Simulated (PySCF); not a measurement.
H2O, SMILES O (connectivity only; charge and spin as stated), charge +1, multiplicity 2.

Coordinates come from a B3LYP-D3(BJ)/def2-TZVPD optimisation. The spin state was assumed, not searched.

All values below come from SMD-M06-2X/6-31G* (PySCF).

Solvation free energies are E(SMD) − E(gas) at the gas-phase geometry, for 1 M in both phases.

```csv
solvent,ΔG(solv) (kcal/mol),its non-electrostatic (CDS) part
water,-102.7,1.5
2-propanol,[?],[?]
diethylether,-61.4,-1.2
```

Problem. Some entries are withheld; supply them. (Estimate from the structure and the level; the computed values follow.)

Solution. 
- 2-propanol, ΔG(solv) (kcal/mol): -95.2
- 2-propanol, its non-electrostatic (CDS) part: 0.4
